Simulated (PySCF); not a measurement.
Dipole moment and polarisability across levels of theory

Compound: C2H3F3.
Numbering: `[F:1][CH2:2][CH:3]([F:4])[F:5]` (hydrogens: H6, H7 on C2; H8 on C3)

PySCF, dipoles from the SCF density, polarisabilities from static response with core orbitals frozen. The structure is a single PBE0-D3(BJ)/def2-SVP conformer in the gas phase; no vibrational or solvent corrections.

**Question.** How do dipole and polarisability depend on functional and basis here?

**Answer.** 

```csv
level,μ (D),α (au),anisotropy (au)
LDA/def2-SVPD,1.495,31.38,2.25
PBE/def2-SVPD,1.444,31.26,2.29
B3LYP/def2-SVPD,1.550,29.87,2.04
PBE0/def2-SVPD,1.540,29.51,2.01
BHandHLYP/def2-SVPD,1.647,28.31,1.80
CAM-B3LYP/def2-SVPD,1.596,29.52,2.02
wB97X-D/def2-SVPD,1.564,29.36,1.98
LC-wPBE/def2-SVPD,1.583,29.15,2.10
HF/def2-SVPD,1.733,26.70,1.41
PBE0/6-31G*,1.327,23.27,0.57
PBE0/def2-SVP,1.440,22.89,0.83
PBE0/6-31+G*,1.590,27.04,1.54
PBE0/aug-cc-pVDZ,1.504,29.80,2.20
PBE0/def2-TZVP,1.468,27.20,1.37
PBE0/def2-TZVPD,1.494,30.14,2.07
PBE0/aug-cc-pVTZ,1.496,30.21,2.08
```

The anisotropy is √(½[(α1 − α2)² + (α2 − α3)² + (α3 − α1)²]). The dipole runs from 1.33 D (PBE0/6-31G*) to 1.73 D (HF/def2-SVPD). No reference polarisability is at hand; against PBE0 in the largest diffuse basis at hand (aug-cc-pVTZ) the other PBE0 rows deviate by 6-31G* -23%, def2-SVP -24%, 6-31+G* -10%, def2-SVPD -2%, aug-cc-pVDZ -1%, def2-TZVP -10%, def2-TZVPD 0%. In one basis (def2-SVPD) the functionals order the polarisability from HF (lowest) to LDA (highest), a spread of 18%. With PBE0 the polarisability is 24.45 au without diffuse functions (mean of 6-31G*, def2-SVP and def2-TZVP) and 29.34 au with them (mean of 6-31+G*, def2-SVPD, aug-cc-pVDZ, def2-TZVPD and aug-cc-pVTZ).
